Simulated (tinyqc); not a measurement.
Inside a calculation (part 2 of 3). Method: UHF in the sto-6g basis, for LiH, spin multiplicity 3. This run ends on a higher stationary point, not on the lowest solution. Computed by tinyqc, a small Python program that keeps every step (integrals from PySCF). Command: `OMP_NUM_THREADS=1 python tinyqc.py 25704 25705 out.jsonl` (the two numbers bound the seeds that draw the settings). One thread of a shared host (Intel(R) Xeon(R) Processor @ 2.60GHz), about 0.1 s of CPU time with the checks.

Geometry (angstrom):
```
atom         x         y         z
Li    0.000000  0.000000  0.000000
H     0.000000  0.000000  2.388000
```

## Iteration 2: diagonalisation and new density

extrapolated F(alpha) (hartree), order 1Li 1s, 1Li 2s, 1Li 2px, 1Li 2py, 1Li 2pz, 2H 1s:
$$\begin{pmatrix}
-2.384189 & -0.628376 & 0.000000 & 0.000000 & 0.000654 & -0.033634 \\
-0.628376 & -0.168466 & 0.000000 & 0.000000 & -0.059242 & -0.200101 \\
0.000000 & 0.000000 & 0.162822 & -0.019379 & 0.000000 & 0.000000 \\
0.000000 & 0.000000 & -0.019379 & -0.096800 & 0.000000 & 0.000000 \\
0.000654 & -0.059242 & 0.000000 & 0.000000 & 0.097427 & -0.254960 \\
-0.033634 & -0.200101 & 0.000000 & 0.000000 & -0.254960 & -0.509438
\end{pmatrix}$$

extrapolated F(beta) (hartree), order 1Li 1s, 1Li 2s, 1Li 2px, 1Li 2py, 1Li 2pz, 2H 1s:
$$\begin{pmatrix}
-2.380035 & -0.610613 & 0.000000 & 0.000000 & 0.001190 & -0.032165 \\
-0.610613 & -0.056255 & 0.000000 & 0.000000 & 0.000413 & -0.034212 \\
0.000000 & 0.000000 & 0.185115 & 0.002492 & 0.000000 & 0.000000 \\
0.000000 & 0.000000 & 0.002492 & 0.218495 & 0.000000 & 0.000000 \\
0.001190 & 0.000413 & 0.000000 & 0.000000 & 0.177509 & -0.027451 \\
-0.032165 & -0.034212 & 0.000000 & 0.000000 & -0.027451 & 0.259154
\end{pmatrix}$$

X, order 1Li 1s, 1Li 2s, 1Li 2px, 1Li 2py, 1Li 2pz, 2H 1s:
$$\begin{pmatrix}
0.344008 & 0.731204 & 0.000000 & 0.000000 & 0.588059 & 0.249306 \\
-0.649113 & -0.561885 & 0.000000 & 0.000000 & 0.455968 & 0.420529 \\
0.000000 & 0.000000 & 0.435065 & 0.900399 & 0.000000 & 0.000000 \\
0.000000 & 0.000000 & 0.900399 & -0.435065 & 0.000000 & 0.000000 \\
-0.664721 & 0.533094 & 0.000000 & 0.000000 & -0.476623 & 0.412927 \\
0.853139 & -0.306993 & 0.000000 & 0.000000 & -0.261555 & 0.541165
\end{pmatrix}$$

D(alpha) after iteration 1, order 1Li 1s, 1Li 2s, 1Li 2px, 1Li 2py, 1Li 2pz, 2H 1s:
$$\begin{pmatrix}
0.989404 & 0.013051 & 0.000000 & 0.000000 & -0.028765 & -0.064030 \\
0.013051 & 0.069219 & 0.000000 & 0.000000 & 0.094429 & 0.192839 \\
0.000000 & 0.000000 & 0.005480 & 0.073826 & 0.000000 & 0.000000 \\
0.000000 & 0.000000 & 0.073826 & 0.994520 & 0.000000 & 0.000000 \\
-0.028765 & 0.094429 & 0.000000 & 0.000000 & 0.131017 & 0.267807 \\
-0.064030 & 0.192839 & 0.000000 & 0.000000 & 0.267807 & 0.547444
\end{pmatrix}$$

D(beta) after iteration 1, order 1Li 1s, 1Li 2s, 1Li 2px, 1Li 2py, 1Li 2pz, 2H 1s:
$$\begin{pmatrix}
0.985746 & 0.028713 & 0.000000 & 0.000000 & 0.000498 & -0.003600 \\
0.028713 & 0.000836 & 0.000000 & 0.000000 & 0.000015 & -0.000105 \\
0.000000 & 0.000000 & 0.000000 & 0.000000 & 0.000000 & 0.000000 \\
0.000000 & 0.000000 & 0.000000 & 0.000000 & 0.000000 & 0.000000 \\
0.000498 & 0.000015 & 0.000000 & 0.000000 & 0.000000 & -0.000002 \\
-0.003600 & -0.000105 & 0.000000 & 0.000000 & -0.000002 & 0.000013
\end{pmatrix}$$

overlap S, order 1Li 1s, 1Li 2s, 1Li 2px, 1Li 2py, 1Li 2pz, 2H 1s:
$$\begin{pmatrix}
1.000000 & 0.235742 & 0.000000 & 0.000000 & 0.000000 & 0.012028 \\
0.235742 & 1.000000 & 0.000000 & 0.000000 & 0.000000 & 0.220693 \\
0.000000 & 0.000000 & 1.000000 & 0.000000 & 0.000000 & 0.000000 \\
0.000000 & 0.000000 & 0.000000 & 1.000000 & 0.000000 & 0.000000 \\
0.000000 & 0.000000 & 0.000000 & 0.000000 & 1.000000 & 0.323342 \\
0.012028 & 0.220693 & 0.000000 & 0.000000 & 0.323342 & 1.000000
\end{pmatrix}$$

A level shift of 0.5 hartree raises the virtual space: F + shift (S - S D(s) S), with D(s) the density of one spin. Diagonalise F' = X^T F X, C = X C', fill 3 alpha and 1 beta electrons from the bottom; D(s) = C_occ C_occ^T. Each column has its largest component positive (the first on a tie).

F' = X^T F X (alpha) (hartree):
$$\begin{pmatrix}
0.516037 & -0.315675 & 0.000000 & 0.000000 & -0.259017 & -0.475787 \\
-0.315675 & -0.451013 & 0.000000 & 0.000000 & -1.307479 & -0.375956 \\
0.000000 & 0.000000 & 0.004583 & 0.260440 & 0.000000 & 0.000000 \\
0.000000 & 0.000000 & 0.260440 & 0.561440 & 0.000000 & 0.000000 \\
-0.259017 & -1.307479 & 0.000000 & 0.000000 & -0.998690 & -0.470035 \\
-0.475787 & -0.375956 & 0.000000 & 0.000000 & -0.470035 & -0.659498
\end{pmatrix}$$

orbital energies (alpha) (hartree): MO1 -2.386152, MO2 -0.515536, MO3 -0.098238, MO4 0.564283, MO5 0.664261, MO6 0.744241

coefficients C (alpha), order 1Li 1s, 1Li 2s, 1Li 2px, 1Li 2py, 1Li 2pz, 2H 1s:
$$\begin{pmatrix}
0.992378 & -0.065641 & 0.000000 & -0.261049 & 0.000000 & -0.060803 \\
0.030677 & 0.197758 & 0.000000 & 1.004926 & 0.000000 & 0.268118 \\
0.000000 & 0.000000 & 0.074029 & 0.000000 & 0.997256 & 0.000000 \\
0.000000 & 0.000000 & 0.997256 & 0.000000 & -0.074029 & 0.000000 \\
0.000937 & 0.221698 & 0.000000 & -0.225759 & 0.000000 & 1.011732 \\
-0.003163 & 0.848100 & 0.000000 & -0.271770 & 0.000000 & -0.624676
\end{pmatrix}$$

F' = X^T F X (beta) (hartree):
$$\begin{pmatrix}
0.766906 & -0.421701 & 0.000000 & 0.000000 & -0.421482 & -0.154797 \\
-0.421701 & -0.368796 & 0.000000 & 0.000000 & -1.227044 & -0.632404 \\
0.000000 & 0.000000 & 0.714129 & -0.011528 & 0.000000 & 0.000000 \\
0.000000 & 0.000000 & -0.011528 & 0.689481 & 0.000000 & 0.000000 \\
-0.421482 & -1.227044 & 0.000000 & 0.000000 & -0.841456 & -0.783607 \\
-0.154797 & -0.632404 & 0.000000 & 0.000000 & -0.783607 & 0.216693
\end{pmatrix}$$

orbital energies (beta) (hartree): MO1 -2.381079, MO2 0.589834, MO3 0.648413, MO4 0.684930, MO5 0.718680, MO6 0.916178

coefficients C (beta), order 1Li 1s, 1Li 2s, 1Li 2px, 1Li 2py, 1Li 2pz, 2H 1s:
$$\begin{pmatrix}
0.994404 & -0.228803 & 0.109867 & 0.000000 & 0.000000 & 0.087788 \\
0.022883 & 0.875142 & -0.443023 & 0.000000 & 0.000000 & -0.398933 \\
0.000000 & 0.000000 & 0.000000 & 0.997256 & 0.074029 & 0.000000 \\
0.000000 & 0.000000 & 0.000000 & -0.074029 & 0.997256 & 0.000000 \\
0.000361 & 0.191274 & 0.790671 & 0.000000 & 0.000000 & -0.679687 \\
-0.002910 & 0.298421 & 0.304252 & 0.000000 & 0.000000 & 1.000864
\end{pmatrix}$$

D(alpha) after iteration 2, order 1Li 1s, 1Li 2s, 1Li 2px, 1Li 2py, 1Li 2pz, 2H 1s:
$$\begin{pmatrix}
0.989124 & 0.017462 & 0.000000 & 0.000000 & -0.013623 & -0.058809 \\
0.017462 & 0.040049 & 0.000000 & 0.000000 & 0.043871 & 0.167621 \\
0.000000 & 0.000000 & 0.005480 & 0.073826 & 0.000000 & 0.000000 \\
0.000000 & 0.000000 & 0.073826 & 0.994520 & 0.000000 & 0.000000 \\
-0.013623 & 0.043871 & 0.000000 & 0.000000 & 0.049151 & 0.188019 \\
-0.058809 & 0.167621 & 0.000000 & 0.000000 & 0.188019 & 0.719283
\end{pmatrix}$$

D(beta) after iteration 2, order 1Li 1s, 1Li 2s, 1Li 2px, 1Li 2py, 1Li 2pz, 2H 1s:
$$\begin{pmatrix}
0.988839 & 0.022755 & 0.000000 & 0.000000 & 0.000359 & -0.002894 \\
0.022755 & 0.000524 & 0.000000 & 0.000000 & 0.000008 & -0.000067 \\
0.000000 & 0.000000 & 0.000000 & 0.000000 & 0.000000 & 0.000000 \\
0.000000 & 0.000000 & 0.000000 & 0.000000 & 0.000000 & 0.000000 \\
0.000359 & 0.000008 & 0.000000 & 0.000000 & 0.000000 & -0.000001 \\
-0.002894 & -0.000067 & 0.000000 & 0.000000 & -0.000001 & 0.000008
\end{pmatrix}$$

## Iteration 3: building the Fock matrix

core Hamiltonian H = T + V (hartree), order 1Li 1s, 1Li 2s, 1Li 2px, 1Li 2py, 1Li 2pz, 2H 1s:
$$\begin{pmatrix}
-4.672000 & -0.991325 & 0.000000 & 0.000000 & -0.007642 & -0.051427 \\
-0.991325 & -1.309423 & 0.000000 & 0.000000 & -0.078312 & -0.321084 \\
0.000000 & 0.000000 & -1.076850 & 0.000000 & 0.000000 & 0.000000 \\
0.000000 & 0.000000 & 0.000000 & -1.076850 & 0.000000 & 0.000000 \\
-0.007642 & -0.078312 & 0.000000 & 0.000000 & -1.133968 & -0.451794 \\
-0.051427 & -0.321084 & 0.000000 & 0.000000 & -0.451794 & -1.135773
\end{pmatrix}$$

Two-electron integrals (ij|kl) in chemists' order, unique and non-zero (hartree):
```
(11|11) 1.681247   (21|11) 0.242603   (21|21) 0.044507   (22|11) 0.397190
(22|21) 0.090279   (22|22) 0.290625   (31|31) 0.009437   (32|31) 0.014261
(32|32) 0.064236   (33|11) 0.397190   (33|21) 0.090279   (33|22) 0.290625
(33|33) 0.313125   (41|41) 0.009437   (42|41) 0.014261   (42|42) 0.064236
(43|43) 0.016875   (44|11) 0.397190   (44|21) 0.090279   (44|22) 0.290625
(44|33) 0.279374   (44|44) 0.313125   (51|51) 0.009437   (52|51) 0.014261
(52|52) 0.064236   (53|53) 0.016875   (54|54) 0.016875   (55|11) 0.397190
(55|21) 0.090279   (55|22) 0.290625   (55|33) 0.279374   (55|44) 0.279374
(55|55) 0.313125   (61|11) 0.011948   (61|21) 0.002167   (61|22) 0.004524
(61|33) 0.004457   (61|44) 0.004457   (61|51) 0.000292   (61|52) 0.000625
(61|55) 0.004657   (61|61) 0.000117   (62|11) 0.061709   (62|21) 0.014390
(62|22) 0.053832   (62|33) 0.050697   (62|44) 0.050697   (62|51) 0.002236
(62|52) 0.016798   (62|55) 0.060100   (62|61) 0.000873   (62|62) 0.021480
(63|31) 0.000794   (63|32) 0.004494   (63|53) 0.002061   (63|63) 0.000985
(64|41) 0.000794   (64|42) 0.004494   (64|54) 0.002061   (64|64) 0.000985
(65|11) 0.085925   (65|21) 0.020146   (65|22) 0.077121   (65|33) 0.071895
(65|44) 0.071895   (65|51) 0.003488   (65|52) 0.026253   (65|55) 0.087572
(65|61) 0.001251   (65|62) 0.033022   (65|65) 0.051022   (66|11) 0.221569
(66|21) 0.052217   (66|22) 0.213460   (66|33) 0.196644   (66|44) 0.196644
(66|51) 0.007611   (66|52) 0.074218   (66|55) 0.247093   (66|61) 0.003211
(66|62) 0.115486   (66|65) 0.181885   (66|66) 0.774999
```

nuclear repulsion = 0.66479549 hartree

J_ij = sum D_kl (ij|kl) with D = D(alpha) + D(beta), K_ij = sum D_kl (ik|jl) for each spin; F = H + J - K(s); E = tr D H + tr D J / 2 - 0.5 sum_s tr D(s) K(s) + E_nn.

Coulomb J (hartree), order 1Li 1s, 1Li 2s, 1Li 2px, 1Li 2py, 1Li 2pz, 2H 1s:
$$\begin{pmatrix}
3.988673 & 0.631508 & 0.000000 & 0.000000 & 0.008500 & 0.031781 \\
0.631508 & 1.309609 & 0.000000 & 0.000000 & 0.074067 & 0.283041 \\
0.000000 & 0.000000 & 1.282890 & 0.002492 & 0.000000 & 0.000000 \\
0.000000 & 0.000000 & 0.002492 & 1.316270 & 0.000000 & 0.000000 \\
0.008500 & 0.074067 & 0.000000 & 0.000000 & 1.329673 & 0.414043 \\
0.031781 & 0.283041 & 0.000000 & 0.000000 & 0.414043 & 1.330364
\end{pmatrix}$$

exchange K(alpha) (hartree), order 1Li 1s, 1Li 2s, 1Li 2px, 1Li 2py, 1Li 2pz, 2H 1s:
$$\begin{pmatrix}
1.682632 & 0.266835 & 0.000000 & 0.000000 & -0.000110 & 0.014120 \\
0.266835 & 0.164330 & 0.000000 & 0.000000 & 0.068558 & 0.153740 \\
0.000000 & 0.000000 & 0.034629 & 0.021871 & 0.000000 & 0.000000 \\
0.000000 & 0.000000 & 0.021871 & 0.327632 & 0.000000 & 0.000000 \\
-0.000110 & 0.068558 & 0.000000 & 0.000000 & 0.122691 & 0.215387 \\
0.014120 & 0.153740 & 0.000000 & 0.000000 & 0.215387 & 0.671540
\end{pmatrix}$$

exchange K(beta) (hartree), order 1Li 1s, 1Li 2s, 1Li 2px, 1Li 2py, 1Li 2pz, 2H 1s:
$$\begin{pmatrix}
1.673477 & 0.249807 & 0.000000 & 0.000000 & -0.000104 & 0.012661 \\
0.249807 & 0.048181 & 0.000000 & 0.000000 & -0.000030 & 0.002441 \\
0.000000 & 0.000000 & 0.010009 & 0.000000 & 0.000000 & 0.000000 \\
0.000000 & 0.000000 & 0.000000 & 0.010009 & 0.000000 & 0.000000 \\
-0.000104 & -0.000030 & 0.000000 & 0.000000 & 0.009991 & 0.000335 \\
0.012661 & 0.002441 & 0.000000 & 0.000000 & 0.000335 & 0.000141
\end{pmatrix}$$

F(alpha) (hartree), order 1Li 1s, 1Li 2s, 1Li 2px, 1Li 2py, 1Li 2pz, 2H 1s:
$$\begin{pmatrix}
-2.365960 & -0.626651 & 0.000000 & 0.000000 & 0.000968 & -0.033766 \\
-0.626651 & -0.164144 & 0.000000 & 0.000000 & -0.072803 & -0.191782 \\
0.000000 & 0.000000 & 0.171411 & -0.019379 & 0.000000 & 0.000000 \\
0.000000 & 0.000000 & -0.019379 & -0.088211 & 0.000000 & 0.000000 \\
0.000968 & -0.072803 & 0.000000 & 0.000000 & 0.073014 & -0.253138 \\
-0.033766 & -0.191782 & 0.000000 & 0.000000 & -0.253138 & -0.476949
\end{pmatrix}$$

F(beta) (hartree), order 1Li 1s, 1Li 2s, 1Li 2px, 1Li 2py, 1Li 2pz, 2H 1s:
$$\begin{pmatrix}
-2.356805 & -0.609624 & 0.000000 & 0.000000 & 0.000962 & -0.032308 \\
-0.609624 & -0.047995 & 0.000000 & 0.000000 & -0.004214 & -0.040484 \\
0.000000 & 0.000000 & 0.196031 & 0.002492 & 0.000000 & 0.000000 \\
0.000000 & 0.000000 & 0.002492 & 0.229412 & 0.000000 & 0.000000 \\
0.000962 & -0.004214 & 0.000000 & 0.000000 & 0.185714 & -0.038086 \\
-0.032308 & -0.040484 & 0.000000 & 0.000000 & -0.038086 & 0.194450
\end{pmatrix}$$

total energy of this density = -7.79473601 hartree

## Iteration 3: DIIS over 3 matrices

error matrix X^T (FDS - SDF) X (alpha):
$$\begin{pmatrix}
0.000000 & 0.008151 & 0.000000 & 0.000000 & 0.017285 & -0.042984 \\
-0.008151 & 0.000000 & 0.000000 & 0.000000 & -0.005695 & 0.016174 \\
0.000000 & 0.000000 & 0.000000 & 0.000000 & 0.000000 & 0.000000 \\
0.000000 & 0.000000 & 0.000000 & 0.000000 & 0.000000 & 0.000000 \\
-0.017285 & 0.005695 & 0.000000 & 0.000000 & 0.000000 & -0.001429 \\
0.042984 & -0.016174 & 0.000000 & 0.000000 & 0.001429 & 0.000000
\end{pmatrix}$$

B (overlaps of the stored error matrices):
$$\begin{pmatrix}
6.2833434e-02 & 4.0919381e-02 & 1.7016287e-02 \\
4.0919381e-02 & 2.6996564e-02 & 1.1460819e-02 \\
1.7016287e-02 & 1.1460819e-02 & 5.0266793e-03
\end{pmatrix}$$

Minimise |sum c_i e_i|^2 with sum c_i = 1: solve [B -1; -1 0][c; lambda] = [0; -1] with B_ij = tr e_i^T e_j summed over both spins, and take F = sum c_i F_i.

DIIS coefficients: [1.203062, -3.015993, 2.812931]

extrapolated F(alpha) (hartree), order 1Li 1s, 1Li 2s, 1Li 2px, 1Li 2py, 1Li 2pz, 2H 1s:
$$\begin{pmatrix}
-2.374071 & -0.628049 & 0.000000 & 0.000000 & 0.000198 & -0.033457 \\
-0.628049 & -0.155885 & 0.000000 & 0.000000 & -0.058055 & -0.177145 \\
0.000000 & 0.000000 & 0.169177 & -0.019379 & 0.000000 & 0.000000 \\
0.000000 & 0.000000 & -0.019379 & -0.090445 & 0.000000 & 0.000000 \\
0.000198 & -0.058055 & 0.000000 & 0.000000 & 0.085370 & -0.233103 \\
-0.033457 & -0.177145 & 0.000000 & 0.000000 & -0.233103 & -0.482834
\end{pmatrix}$$

extrapolated F(beta) (hartree), order 1Li 1s, 1Li 2s, 1Li 2px, 1Li 2py, 1Li 2pz, 2H 1s:
$$\begin{pmatrix}
-2.364519 & -0.611842 & 0.000000 & 0.000000 & 0.000220 & -0.032441 \\
-0.611842 & -0.052171 & 0.000000 & 0.000000 & -0.005552 & -0.038558 \\
0.000000 & 0.000000 & 0.191643 & 0.002492 & 0.000000 & 0.000000 \\
0.000000 & 0.000000 & 0.002492 & 0.225023 & 0.000000 & 0.000000 \\
0.000220 & -0.005552 & 0.000000 & 0.000000 & 0.182740 & -0.034582 \\
-0.032441 & -0.038558 & 0.000000 & 0.000000 & -0.034582 & 0.222772
\end{pmatrix}$$

## Iteration 3: diagonalisation and new density

As before.

F' = X^T F X (alpha) (hartree):
$$\begin{pmatrix}
0.462641 & -0.284554 & 0.000000 & 0.000000 & -0.242205 & -0.521413 \\
-0.284554 & -0.455487 & 0.000000 & 0.000000 & -1.306483 & -0.371939 \\
0.000000 & 0.000000 & 0.010937 & 0.260440 & 0.000000 & 0.000000 \\
0.000000 & 0.000000 & 0.260440 & 0.567795 & 0.000000 & 0.000000 \\
-0.242205 & -1.306483 & 0.000000 & 0.000000 & -0.984901 & -0.486807 \\
-0.521413 & -0.371939 & 0.000000 & 0.000000 & -0.486807 & -0.601823
\end{pmatrix}$$

orbital energies (alpha) (hartree): MO1 -2.376169, MO2 -0.496687, MO3 -0.091884, MO4 0.569190, MO5 0.670616, MO6 0.724097

coefficients C (alpha), order 1Li 1s, 1Li 2s, 1Li 2px, 1Li 2py, 1Li 2pz, 2H 1s:
$$\begin{pmatrix}
0.992328 & -0.056050 & 0.000000 & -0.263884 & 0.000000 & -0.058962 \\
0.030886 & 0.158989 & 0.000000 & 1.014912 & 0.000000 & 0.256001 \\
0.000000 & 0.000000 & 0.074029 & 0.000000 & 0.997256 & 0.000000 \\
0.000000 & 0.000000 & 0.997256 & 0.000000 & -0.074029 & 0.000000 \\
0.001338 & 0.163813 & 0.000000 & -0.198140 & 0.000000 & 1.028409 \\
-0.003457 & 0.890670 & 0.000000 & -0.265832 & 0.000000 & -0.565146
\end{pmatrix}$$

F' = X^T F X (beta) (hartree):
$$\begin{pmatrix}
0.754310 & -0.412507 & 0.000000 & 0.000000 & -0.410725 & -0.169901 \\
-0.412507 & -0.358368 & 0.000000 & 0.000000 & -1.229204 & -0.623162 \\
0.000000 & 0.000000 & 0.720657 & -0.011528 & 0.000000 & 0.000000 \\
0.000000 & 0.000000 & -0.011528 & 0.696009 & 0.000000 & 0.000000 \\
-0.410725 & -1.229204 & 0.000000 & 0.000000 & -0.833102 & -0.773643 \\
-0.169901 & -0.623162 & 0.000000 & 0.000000 & -0.773643 & 0.201797
\end{pmatrix}$$

orbital energies (beta) (hartree): MO1 -2.365808, MO2 0.583770, MO3 0.652309, MO4 0.691458, MO5 0.725208, MO6 0.894367

coefficients C (beta), order 1Li 1s, 1Li 2s, 1Li 2px, 1Li 2py, 1Li 2pz, 2H 1s:
$$\begin{pmatrix}
0.994184 & -0.203063 & 0.151998 & 0.000000 & 0.000000 & 0.090704 \\
0.023751 & 0.766959 & -0.606287 & 0.000000 & 0.000000 & -0.406743 \\
0.000000 & 0.000000 & 0.000000 & 0.997256 & 0.074029 & 0.000000 \\
0.000000 & 0.000000 & 0.000000 & -0.074029 & 0.997256 & 0.000000 \\
0.000798 & 0.289025 & 0.710769 & 0.000000 & 0.000000 & -0.731432 \\
-0.003149 & 0.394078 & 0.298567 & 0.000000 & 0.000000 & 0.968975
\end{pmatrix}$$

D(alpha) after iteration 3, order 1Li 1s, 1Li 2s, 1Li 2px, 1Li 2py, 1Li 2pz, 2H 1s:
$$\begin{pmatrix}
0.987856 & 0.021738 & 0.000000 & 0.000000 & -0.007854 & -0.053353 \\
0.021738 & 0.026231 & 0.000000 & 0.000000 & 0.026086 & 0.141500 \\
0.000000 & 0.000000 & 0.005480 & 0.073826 & 0.000000 & 0.000000 \\
0.000000 & 0.000000 & 0.073826 & 0.994520 & 0.000000 & 0.000000 \\
-0.007854 & 0.026086 & 0.000000 & 0.000000 & 0.026836 & 0.145899 \\
-0.053353 & 0.141500 & 0.000000 & 0.000000 & 0.145899 & 0.793304
\end{pmatrix}$$

D(beta) after iteration 3, order 1Li 1s, 1Li 2s, 1Li 2px, 1Li 2py, 1Li 2pz, 2H 1s:
$$\begin{pmatrix}
0.988402 & 0.023613 & 0.000000 & 0.000000 & 0.000793 & -0.003131 \\
0.023613 & 0.000564 & 0.000000 & 0.000000 & 0.000019 & -0.000075 \\
0.000000 & 0.000000 & 0.000000 & 0.000000 & 0.000000 & 0.000000 \\
0.000000 & 0.000000 & 0.000000 & 0.000000 & 0.000000 & 0.000000 \\
0.000793 & 0.000019 & 0.000000 & 0.000000 & 0.000001 & -0.000003 \\
-0.003131 & -0.000075 & 0.000000 & 0.000000 & -0.000003 & 0.000010
\end{pmatrix}$$
